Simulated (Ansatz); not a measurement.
## Elastic constant C44 of A-type hexagonal La2O3 at several levels of theory

No measured value is used here.

| level (code) | value (GPa) | cell (Å³/atom) |
|---|---|---|
| LDA (Ansatz) | ___ | 15.54 |
| PBE (Ansatz) | 55.9 | 16.64 |
| r²SCAN (Ansatz) | 63.7 | 16.43 |

Problem. Fill in the missing entries.

Solution. 
- LDA (Ansatz, a quantum-chemistry and plane-wave program), value (GPa): 70.2

Each level is taken at its own relaxed cell. Cutoffs differ between the levels. Ansatz's density-functional and Hartree–Fock values are scalar-relativistic unless marked +SOC, with PAW data made under PBE.
